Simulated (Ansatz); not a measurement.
Relaxation of H7SSi2 (10 atoms, charge 1, multiplicity 1), to a largest force component of 0.02 eV/Å in at most 40 steps.

All numbers below come from Ansatz, RKS r2SCAN/def2-SVP.

```xyz
10
Properties=species:S:1:pos:R:3:forces:R:3
Si -1.533 1.069 -0.612 0.76 -0.59 0.19
S -0.392 -0.909 -0.291 -0.49 -0.18 0.73
Si 1.525 -0.763 0.981 -0.72 0.31 -0.59
H -2.429 0.646 -1.674 -0.39 -0.05 -0.36
H -0.442 1.962 -0.983 0.18 0.49 -0.16
H -2.070 1.233 0.728 -0.31 0.17 0.43
H 0.167 -1.017 -1.490 0.36 -0.07 -0.76
H 2.164 0.404 0.384 0.41 0.34 -0.03
H 0.910 -0.564 2.282 -0.07 0.03 0.55
H 2.101 -2.061 0.674 0.28 -0.45 -0.01
```

Where does it end, and by what steps?

It converged. Limits of this set-up: the dipole of an ion depends on the origin. After 6 steps the energy has fallen by 0.137 eV; H9 moved furthest, 0.17 Å.

```tsv
step	energy less start (eV)	largest force component (eV/Å)	accepted
0	0.0000	0.759	yes
1	-0.0694	0.546	yes
2	-0.1251	0.115	yes
3	-0.1337	0.094	yes
4	-0.1362	0.053	yes
5	-0.1365	0.031	yes
6	-0.1367	0.002	yes
```

```xyz
10
Properties=species:S:1:pos:R:3
Si -1.430 0.997 -0.562
S -0.427 -1.047 -0.384
Si 1.417 -0.708 0.920
H -2.452 0.747 -1.602
H -0.350 1.938 -0.940
H -1.943 1.161 0.817
H 0.177 -1.096 -1.601
H 2.102 0.471 0.341
H 0.773 -0.470 2.232
H 2.132 -1.995 0.779
```

Whether the end is a true minimum wasn't checked by a vibrational analysis.

Run time: 37 s on 2 threads of Arm Neoverse N1 (shared host), peak memory 0.14 GiB.
